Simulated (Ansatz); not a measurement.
# Si₂H₆ (singlet): the correlation ladder at distance Si1–H5 along a hydrogen transfer = 1.610 Å, cc-pVDZ

The task here is to estimate one member of a computed series from the others.

The runs use Ansatz 0.2.0, Gaussian basis; cc-pVDZ, core rule «outside noble gas», up to 10 orbitals frozen.

Plan: UHF; CCSD(T) on RHF; CCSD(T) on UHF; BCCD(T) on RHF; CISD; CCSDT(Q) on RHF; CASSCF and NEVPT2, 2 electrons in 2 orbitals; CASSCF and NEVPT2, 8 electrons in 8 orbitals.

7 further runs of the same task are left out: 1 for a known fault of the program, 5 that didn't finish, 1 set aside as unsound or not needed.

### The geometry

The geometry derives from fragments relaxed apart (PBE0/def2-TZVP) and kept rigid, so it is no stationary point. A hydrogen atom is moved between rigid fragments.

8 atoms, charge 0, spin multiplicity 1.

Atoms are counted from 1 here; the program's logs count them from 0.

Bond lengths: Si1–H2 1.485 Å, Si1–H3 1.485 Å, Si1–H4 1.485 Å, Si1–H5 1.610 Å, Si6–H7 1.526 Å, Si6–H8 1.526 Å. Angles: H2–Si1–H3 109.5°, H2–Si1–H4 109.5°, H2–Si1–H5 109.5°, H3–Si1–H4 109.5°, H3–Si1–H5 109.5°, H4–Si1–H5 109.5°, H7–Si6–H8 91.2°.

The first run:

File in.yaml:

```yaml
crystal:
  periodic: [false, false, false]
  atoms:
    - {symbol: Si, position_ang: [-1.859822, 0.028327, 0.000001]}
    - {symbol: H, position_ang: [-2.354694, 1.428035, 0.000001]}
    - {symbol: H, position_ang: [-2.354693, -0.671527, 1.212184]}
    - {symbol: H, position_ang: [-2.354694, -0.671527, -1.212182]}
    - {symbol: H, position_ang: [-0.249822, 0.028327, 0.000000]}
    - {symbol: Si, position_ang: [1.939178, 0.028327, -0.000001]}
    - {symbol: H, position_ang: [2.551358, -0.845957, 1.090012]}
    - {symbol: H, position_ang: [2.551358, -0.845957, -1.090013]}
basis:
  gaussian: {orbitals: cc-pVDZ}
magnetization: {spin_polarized: true, initial_magnetization: 0}
hamiltonian: {xc: hf}
output: {orbitals: {seedname: orbitals}}
```

Launch:

```console
ansatz run in.yaml --threads 1 --pin off --events-out ev --progress --plain --max-ram 2393MiB
```

Among the steps run: UHF; CCSD(T) on RHF; CCSD(T) on UHF; BCCD(T) on RHF; CISD; CCSDT(Q) on RHF; CASSCF and NEVPT2, 2 electrons in 2 orbitals; CASSCF and NEVPT2, 8 electrons in 8 orbitals.

One table of the session follows, with a row left open; its other results are not shown here.

It belongs to the step «Misses and costs». 

```
         method  from RCCSDT(Q) (meV)
            RHF               +7525.5
            UHF               +7476.9
           RMP2               +1772.8
           CISD                     ?
          RCCSD                +200.5
       RCCSD(T)                 +43.0
        BCCD(T)                 +42.4
         RCCSDT                  +6.2
      RCCSDT(Q)                     0
    CASSCF pair               +7055.0
    NEVPT2 pair               +1737.0
CASSCF frontier               +5786.6
NEVPT2 frontier               +1567.5
```

**Question.** Estimate the row for CISD.

As computed: from RCCSDT(Q) (meV): +986.1. In the column «from RCCSDT(Q) (meV)» it lies between RCCSD (+200.5) and NEVPT2 frontier (+1567.5).

Not comparable, so not listed: CCSD(T) on UHF (they don't share determinant, frozen orbitals or solution with the rows shown, or repeat one).

Caveats from the session: Warnings: restricted reference is unstable; spin contamination.
